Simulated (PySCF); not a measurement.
CHF3. Atoms are numbered in the order given.

```xyz
5

F      1.0877     0.6280    -0.1284
C      0.0000     0.0000     0.3394
F      0.0000    -1.2559    -0.1284
F     -1.0877     0.6280    -0.1284
H      0.0000     0.0000     1.4297
```
Charge 0, spin multiplicity 1.

The structure is a stationary point at B3LYP-D3(BJ)/def2-TZVP.

Computed with PBE/pcSseg-2 run with PySCF.

GIAO shieldings, no solvent; atoms alike by connectivity are averaged. δ = σ(ref) − σ: ¹⁹F against CFCl3 (σ = 132.0 ppm); ¹³C against TMS (σ = 181.4 ppm); ¹H against TMS (σ = 31.47 ppm), references at their B3LYP-D3(BJ)/def2-TZVP geometries, non-relativistic.

```json
[
 {"nucleus": "¹⁹F", "atoms": "F1, F3, F4", "count": "3", "δ (ppm)": "-107.7"},
 {"nucleus": "¹³C", "atoms": "C2", "count": "1", "δ (ppm)": "135.8"},
 {"nucleus": "¹H", "atoms": "H5", "count": "1", "δ (ppm)": "6.82"}
]
```
